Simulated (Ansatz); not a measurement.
A made-up structure of SiHSO, doublet:

```
4
angstrom
O -1.7425 -0.1664 0.5623
Si 1.3333 -1.3352 0.0875
S -0.1501 0.1108 0.0041
H 0.3372 1.2569 -0.5423
```

It is relaxed with PBE-D4/def2-SVP and then PBE0-D4/def2-TZVP (Ansatz 0.2.0). Atoms count as bonded within 1.22 times the sum of their covalent radii (H–H: 0.88 Å). The end point is not checked to be a true minimum.

(1) Does its bonding change? (A judgement: the text doesn't fix the answer.)

Results:

(1) Computed: No: no bond forms or breaks.

Where it ends: The first stage lowers the energy by 0.78 eV in 6 steps. It ends as SiHSO ([O][SH][Si]):
| atom | x (Å) | y (Å) | z (Å) |
| --- | --- | --- | --- |
| O1 | -1.6077 | 0.0164 | 0.4586 |
| Si2 | 1.4022 | -1.3265 | 0.0645 |
| S3 | -0.1864 | -0.0137 | 0.0587 |
| H4 | 0.1697 | 1.1899 | -0.4702 |

Labels in which every atom is bracketed show which atoms are joined, not bond orders.

For scale, one of the runs: PBE0-D4/def2-TZVP relaxation, 111 basis functions, launched by `ansatz run in.yaml --threads 2 --pin off --events-out ev --progress --plain --max-ram 4352MiB`. The run took about 5.5 s on 2 CPU threads of an AMD EPYC 9R45 (shared host).
